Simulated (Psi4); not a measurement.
**MP2/def2-SVP run of SClO2F (sulfuryl chloride fluoride)**

What is the vertical singlet–triplet gap of SClO2F (sulfuryl chloride fluoride) at MP2/def2-SVP? 

Program for the calculation: Psi4 1.11.

**1. The molecule**

The species is SClO2F (5 atoms), meant as a singlet with charge 0. As SMILES, `O=S(=O)(F)Cl`. The shape is that of a PBE0-D4/def2-TZVP optimisation.

Bond lengths: O1–S2 1.410 Å, S2–O3 1.410 Å, S2–F4 1.551 Å, S2–Cl5 1.994 Å. Angles: O1–S2–O3 123.8°, O1–S2–F4 107.1°, O1–S2–Cl5 108.9°, O3–S2–F4 107.1°, O3–S2–Cl5 108.9°, F4–S2–Cl5 97.8°.

**2. The energy at MP2/def2-SVP**

Input file input.json:

```json
{
 "schema_name": "qcschema_input",
 "schema_version": 1,
 "molecule": {
  "schema_name": "qcschema_molecule",
  "schema_version": 2,
  "symbols": ["O", "S", "O", "F", "Cl"],
  "geometry": [-0.23345677, -0.30743954, 2.84027726, 0.18936945, -0.27427485, 0.21006196, 2.18830285, -1.56646957, -0.98673939, -2.29543143, -1.15038968, -1.07410143, 0.15119699, 3.29859254, -0.98949839],
  "molecular_charge": 0,
  "molecular_multiplicity": 1,
  "fix_symmetry": "c1",
  "fix_com": true,
  "fix_orientation": true
 },
 "driver": "energy",
 "model": {
  "method": "mp2",
  "basis": "def2-SVP"
 },
 "keywords": {
  "reference": "rhf",
  "puream": true,
  "e_convergence": 1e-09,
  "d_convergence": 1e-08,
  "scf_type": "pk",
  "num_frozen_docc": 13,
  "mp2_type": "conv"
 }
}
```

Launch:

```console
$ psi4 --qcschema input.json -n 1 --memory 2200MB
```

stdout:

```text
[...]
  Running in c1 symmetry.
[...]
  Nuclear repulsion =  344.673644086620698
[...]
  Multiplicity = 1
[...]
  Nalpha       = 29
  Nbeta        = 29
[...]
    Number of basis functions: 78
[...]
   @RHF iter   1: -1105.34976814553465    6.26959e-01   9.95287e-03 DIIS/ADIIS
[...]
   @RHF iter  12: -1105.59512076055012   -6.36646e-12   5.14424e-09 DIIS
[...]
    Orbital Energies [Eh]
    ---------------------
    Doubly Occupied:
       1A   -104.877538     2A    -92.298511     3A    -26.394731
       4A    -20.618526     5A    -20.618523     6A    -10.642986
       7A     -9.296121     8A     -8.117904     9A     -8.113357
      10A     -8.113251    11A     -6.987451    12A     -6.986406
      13A     -6.986239    14A     -1.721352    15A     -1.524043
      16A     -1.425711    17A     -1.203103    18A     -0.945723
      19A     -0.824688    20A     -0.795703    21A     -0.791684
      22A     -0.712313    23A     -0.693449    24A     -0.617629
      25A     -0.593944    26A     -0.563112    27A     -0.551900
      28A     -0.532994    29A     -0.514197
[...]
  @RHF Final Energy: -1105.59512076055012
   => Energetics <=
    Nuclear Repulsion Energy =            344.6736440866206976
    One-Electron Energy =               -2212.4113539887994193
    Two-Electron Energy =                 762.1425891416284912
    Total Energy =                      -1105.5951207605503441
[...]
 Multipole Moments:
 ------------------------------------------------------------------------------------
     Multipole            Electronic (a.u.)      Nuclear  (a.u.)        Total (a.u.)
 ------------------------------------------------------------------------------------
 L = 1.  Multiply by 2.5417464519 to convert [e a0] to [Debye]
 Dipole X            :         -0.8394989            0.5801458           -0.2593531
 Dipole Y            :        -25.6969001           26.3428956            0.6459955
 Dipole Z            :          7.9224220           -8.2990912           -0.3766692
 Magnitude           :                                                    0.7914884
[...]
	SCS-MP2 Total Energy (a.u.)        : -1106.39374831706823
	SOS-MP2 Total Energy (a.u.)        : -1106.37544764735730
	SCSN-MP2 Total Energy (a.u.)       : -1106.00868106295707
[...]
	SOS-PI-MP2 Total Energy (a.u.)     : -1106.43547279249628
[...]
	MP2 Total Energy (a.u.)            : -1106.43034965648962
[...]
```

The result, in JSON:

```text
{
 "driver": "energy",
 "model": {
  "method": "mp2",
  "basis": "def2-SVP"
 },
 "success": true,
 "return_result": -1106.4303496564896,
 "properties": {
  "calcinfo_nbasis": 78,
  "calcinfo_nmo": 78,
  "calcinfo_nalpha": 29,
  "calcinfo_nbeta": 29,
  "calcinfo_natom": 5,
  "nuclear_repulsion_energy": 344.6736440866207,
  "return_energy": -1106.4303496564896,
  "scf_one_electron_energy": -2212.4113539887994,
  "scf_two_electron_energy": 762.1425891416285,
  "scf_dipole_moment": [-0.2593530755901645, 0.645995503725306, -0.37666917478690554],
  "scf_total_energy": -1105.5951207605501,
  "scf_iterations": 12,
  "mp2_same_spin_correlation_energy": -0.2349774445493426,
  "mp2_opposite_spin_correlation_energy": -0.6002514513900874,
  "mp2_singles_energy": 0.0,
  "mp2_doubles_energy": -0.8352288959394301,
  "mp2_correlation_energy": -0.8352288959395082,
  "mp2_total_energy": -1106.4303496564896
 }
}
```

Run time: 8.7 s. Hardware: 1 thread of AMD EPYC 7R43 (Zen 3), shared host; peak memory 0.33 GiB.

**3. The triplet at the same level**

Input file job.json:

```json
{
  "schema_name": "qcschema_input",
  "schema_version": 1,
  "molecule": {
    "schema_name": "qcschema_molecule",
    "schema_version": 2,
    "symbols": ["O", "S", "O", "F", "Cl"],
    "geometry": [-0.23345677, -0.30743954, 2.84027726, 0.18936945, -0.27427485, 0.21006196, 2.18830285, -1.56646957, -0.98673939, -2.29543143, -1.15038968, -1.07410143, 0.15119699, 3.29859254, -0.98949839],
    "molecular_charge": 0,
    "molecular_multiplicity": 3,
    "fix_symmetry": "c1"
  },
  "driver": "energy",
  "model": {
    "method": "mp2",
    "basis": "def2-SVP"
  },
  "keywords": {
    "reference": "uhf",
    "puream": true,
    "e_convergence": 1e-09,
    "d_convergence": 1e-08,
    "scf_type": "pk",
    "num_frozen_docc": 13,
    "mp2_type": "conv",
    "maxiter": 100
  }
}
```

Launch:

```console
$ psi4 --qcschema job.json -n 1 --memory 2200MB
```

stdout:

```text
[...]
  Running in c1 symmetry.
[...]
  Nuclear repulsion =  344.673644086620698
[...]
  Multiplicity = 3
[...]
  Nalpha       = 30
  Nbeta        = 28
[...]
    Number of basis functions: 78
[...]
   @UHF iter   1: -1105.16923890861995    8.07488e-01   8.87413e-03 ADIIS/DIIS
[...]
   @UHF iter  18: -1105.37881983164129   -3.86535e-12   6.41743e-09 DIIS
[...]
   @S^2 Observed:                2.016937429E+00
[...]
    Orbital Energies [Eh]
    ---------------------
    Alpha Occupied:
       1A   -104.943193     2A    -92.177542     3A    -26.346715
       4A    -20.583253     5A    -20.583246     6A    -10.710369
       7A     -9.198394     8A     -8.198797     9A     -8.183967
      10A     -8.174228    11A     -6.891013    12A     -6.881676
      13A     -6.881006    14A     -1.685181    15A     -1.496900
      16A     -1.399252    17A     -1.295074    18A     -0.954164
      19A     -0.830951    20A     -0.766527    21A     -0.760660
      22A     -0.702069    23A     -0.697717    24A     -0.658461
      25A     -0.618128    26A     -0.599341    27A     -0.570807
      28A     -0.548182    29A     -0.517039    30A     -0.296273
    Alpha Virtual:
[...]
  @UHF Final Energy: -1105.37881983164129
   => Energetics <=
    Nuclear Repulsion Energy =            344.6736440866206976
    One-Electron Energy =               -2213.5743070011212694
    Two-Electron Energy =                 763.5218430828592773
    Total Energy =                      -1105.3788198316412945
  UHF NO Occupations:
  HONO-2 :   28  A 1.9974314
  HONO-1 :   29  A 1.0000000
[...]
 Multipole Moments:
 ------------------------------------------------------------------------------------
     Multipole            Electronic (a.u.)      Nuclear  (a.u.)        Total (a.u.)
 ------------------------------------------------------------------------------------
 L = 1.  Multiply by 2.5417464519 to convert [e a0] to [Debye]
 Dipole X            :         -1.2857338            1.0720731           -0.2136607
 Dipole Y            :          2.0494760           -0.5844246            1.4650514
 Dipole Z            :         -1.4878857            0.8706793           -0.6172064
 Magnitude           :                                                    1.6040481
[...]
	SCS-MP2 Total Energy (a.u.)        : -1106.15219400192768
	SOS-MP2 Total Energy (a.u.)        : -1106.07568766417558
	SCSN-MP2 Total Energy (a.u.)       : -1105.78277329497200
[...]
	SOS-PI-MP2 Total Energy (a.u.)     : -1106.19183230293129
[...]
	MP2 Total Energy (a.u.)            : -1106.18906203867573
[...]
```

The result, in JSON:

```text
{
 "driver": "energy",
 "model": {
  "method": "mp2",
  "basis": "def2-SVP"
 },
 "success": true,
 "return_result": -1106.1890620386757,
 "properties": {
  "calcinfo_nbasis": 78,
  "calcinfo_nmo": 78,
  "calcinfo_nalpha": 30,
  "calcinfo_nbeta": 28,
  "calcinfo_natom": 5,
  "nuclear_repulsion_energy": 344.6736440866207,
  "return_energy": -1106.1890620386757,
  "scf_one_electron_energy": -2213.5743070011213,
  "scf_two_electron_energy": 763.5218430828593,
  "scf_dipole_moment": [-0.21366071296835853, 1.465051394525268, -0.6172063985090723],
  "scf_total_energy": -1105.3788198316413,
  "scf_iterations": 18,
  "mp2_same_spin_correlation_energy": -0.22951901325600424,
  "mp2_opposite_spin_correlation_energy": -0.5807231937785392,
  "mp2_singles_energy": 0.0,
  "mp2_doubles_energy": -0.8102422070345434,
  "mp2_correlation_energy": -0.8102422070344346,
  "mp2_total_energy": -1106.1890620386757
 }
}
```

Wall time 11 s (1 thread of AMD EPYC 7R43 (Zen 3), shared host); peak memory 0.33 GiB.

**4. Summary of results**

Level: MP2/def2-SVP, 13 core orbitals frozen.

| quantity | value |
| --- | --- |
| singlet: total energy | -1106.43035 Eh |
| singlet: HOMO energy (Hartree–Fock orbitals) | -13.99 eV |
| singlet: LUMO energy (Hartree–Fock orbitals) | 2.41 eV |
| singlet: HOMO–LUMO gap (Hartree–Fock orbitals) | 16.40 eV |
| singlet: correlation energy (13 core orbitals frozen) | -835.2 mEh |
| triplet: total energy | -1106.18906 Eh |
| triplet: HOMO energy (Hartree–Fock orbitals) (highest over α and β) | -8.06 eV |
| triplet: LUMO energy (Hartree–Fock orbitals) (lowest over α and β) | -3.33 eV |
| triplet: correlation energy (13 core orbitals frozen) | -810.2 mEh |
| triplet: ⟨S²⟩ of the reference determinant | 2.017 |
| vertical energy of the triplet above the singlet | 6.566 eV |

In words: At this shape the triplet lies 6.57 eV (151 kcal/mol) above the singlet.
